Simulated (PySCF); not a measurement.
**Vibration and rotation of LiF**

RHF-CCSD(T) constants of LiF, ¹Σ⁺ (singlet), closed shell (PySCF, no relativity, basis sets Li 3-21G, F 3-21G; masses 7.0160 and 18.9984 u):

```
ωe              : 1050.6 cm⁻¹
ωexe            : 9.83 cm⁻¹
Be              : 1.4015 cm⁻¹
αe              : 0.0217 cm⁻¹
D (centrifugal) : 9.98e-06 cm⁻¹
De to Li + F    : 4.84 eV
```

Q: Give the band origin of the fundamental and the first lines of its P and R branches.

A: ν0 = ωe − 2ωexe = 1030.9 cm⁻¹, B0 = 1.3906, B1 = 1.3689 cm⁻¹.

| J″ | P(J″) − ν0 | R(J″) − ν0 |
| --- | --- | --- |
| 0 |  | 2.738 |
| 1 | -2.781 | 5.432 |
| 2 | -5.606 | 8.082 |
| 3 | -8.473 | 10.689 |
| 4 | -11.383 | 13.251 |
| 5 | -14.336 | 15.768 |
| 6 | -17.330 | 18.240 |

Q: Near which J would the R branch turn back, without centrifugal distortion?

A: At J ≈ (B0 + B1)/(2(B0 − B1)) − 1 ≈ 63.

Correlated steps freeze 1 core orbital. Where the molecule has an RHF reference, its open-shell atoms are computed with UHF. The CCSD T1 diagnostic is raised, a sign that a single reference may not be enough here. 3-21G is very small, so such numbers show the basis as much as the molecule.
